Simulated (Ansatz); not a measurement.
C5H10O can be A, `C1CCOCC1`, or B, `CC(C)=C(C)O`.

Computed with Ansatz on PBE0-D4/def2-TZVP structures; ΔE is electronic, products minus reactants. CCSD(T)/CBS is the MP2 limit (def2-TZVPP, def2-QZVPP) plus CCSD(T) − MP2 in def2-TZVPP, frozen cores. DFT in def2-TZVPP. B3LYP here is the variant with VWN-RPA as its local correlation; programs differ in this. One conformer a species, not always the lowest.

Which isomer does CCSD(T)/CBS put lower? Give the gap. (Best estimate.)

Ansatz gave: A, by 15.5 kJ/mol.

Give E(B) − E(A) in kJ/mol with HF/def2-TZVPP, MP2/def2-TZVPP, r2SCAN-D4, ωB97M-V, PBE0-D4, B3LYP, CCSD/def2-TZVPP. (An estimate is asked.)

The calculation gave: HF/def2-TZVPP 23.9, MP2/def2-TZVPP 16.7, r2SCAN-D4 10.2, ωB97M-V 17.8, PBE0-D4 19.5, B3LYP 1.6, CCSD/def2-TZVPP 22.2. None reverses the order clearly.

Largest T1 diagnostic: 0.011.

In def2-TZVPP, CCSD(T) changes the Hartree–Fock value by −6.1 kJ/mol (the triples alone add −4.3 kJ/mol) and MP2 by −7.3 kJ/mol. The D4 term adds +3.7 kJ/mol with B3LYP and +1.6 kJ/mol with PBE0; it sums over pairs of atoms, weighted by their polarisabilities, and B3LYP, whose exchange is more repulsive, gets the larger term.
